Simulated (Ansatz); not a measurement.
Results of r²SCAN+rVV10 (PAW; Ansatz, a quantum-chemistry and plane-wave program) for hexagonal-diamond Ge (model structure).

Numerical settings: plane-wave cutoff 500 eV, 12×12×6 k mesh (along the axes of the cell as run), gaussian smearing 0.02 eV, scalar-relativistic PAW data made under PBE.

Cell (relaxed at this level):

```cif
data_Ge4
_chemical_formula_sum 'Ge4'
_space_group_name_H-M_alt 'P 1'
_space_group_IT_number 1
_cell_length_a 3.98092
_cell_length_b 3.98092
_cell_length_c 6.58088
_cell_angle_alpha 90.000
_cell_angle_beta 90.000
_cell_angle_gamma 120.000
loop_
_space_group_symop_operation_xyz
  'x, y, z'
loop_
_atom_site_label
_atom_site_type_symbol
_atom_site_fract_x
_atom_site_fract_y
_atom_site_fract_z
_atom_site_occupancy
Ge1 Ge 0.33333 0.66667 0.06304 1
Ge2 Ge 0.66667 0.33333 0.56304 1
Ge3 Ge 0.66667 0.33333 0.93696 1
Ge4 Ge 0.33333 0.66667 0.43696 1
```

Q: Predict the band gap.

A: 
band gap: 0.11 eV (on the SCF k mesh)

Note: the relaxation could raise the start's symmetry but not lower it, so the cell can be a saddle point.

Spin–orbit coupling is not included.

Static lattice: no zero-point or thermal effects.

The result took about 60 core-seconds (a rough figure).

A model structure was made by putting elements into a prototype or built by hand; it is no filed structure, need not be a known phase, and can be a saddle point held by its symmetry.
